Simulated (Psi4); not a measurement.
Reaction (SMILES): O=CO + 3 [H][H] (H2) → C (CH4) + 2 O (H2O)
B3LYP-D3(BJ)/def2-TZVP geometries, fixed; electronic energies without zero-point terms.

Basis-set convergence of the energy of full hydrogenation at MP2 with Psi4. Cartesian d functions, on some or all atoms, in 6-31G**, 6-31+G*; all else is spherical. Density fitting with the program's default auxiliary sets. Cores are frozen. Psi4's default fitting sets serve the pcseg sets less well. Species with rotatable bonds are taken in one conformer. No added dispersion term, no relativity. Functions are those of the species that has most. Reference: Hartree-Fock in cc-pVQZ plus the correlation part extrapolated as X^-3 from cc-pVTZ and cc-pVQZ, -56.36 kcal/mol, itself unsure by roughly 0.73 kcal/mol (a third of the extrapolation step and of the last Hartree-Fock step). Deviations are taken from unrounded values.

```
basis              functions  energy of full hydrogenation (kcal/mol)  minus reference (kcal/mol)
-----------------  ---------  ---------------------------------------  --------------------------
3-21G                     31                                   -23.25                       33.12
6-31G                     31                                   -43.89                       12.47
pcseg-0                   31                                   -32.90                       23.46
def2-SVP                  52                                   -45.40                       10.96
pcseg-1                   52                                   -47.58                        8.78
6-31G**                   55                                   -44.88                       11.49
6-31+G*                   61                                   -40.98                       15.38
6-311G**                  66                                   -46.71                        9.65
def2-SVPD                 82                                   -59.71                       -3.35
aug-pcseg-1               87                                   -55.63                        0.73
cc-pVTZ                  118                                   -52.69                        3.67
def2-TZVPD               135                                   -51.45                        4.91
jun-cc-pV(T+d)Z          145                                   -56.87                       -0.50
6-311++G(3df,3pd)        153                                   -56.60                       -0.24
aug-cc-pVTZ              184                                   -56.99                       -0.63
aug-pcseg-2              184                                   -56.90                       -0.54
pcseg-3                  246                                   -57.06                       -0.70
def2-QZVPPD              261                                   -57.33                       -0.97
```
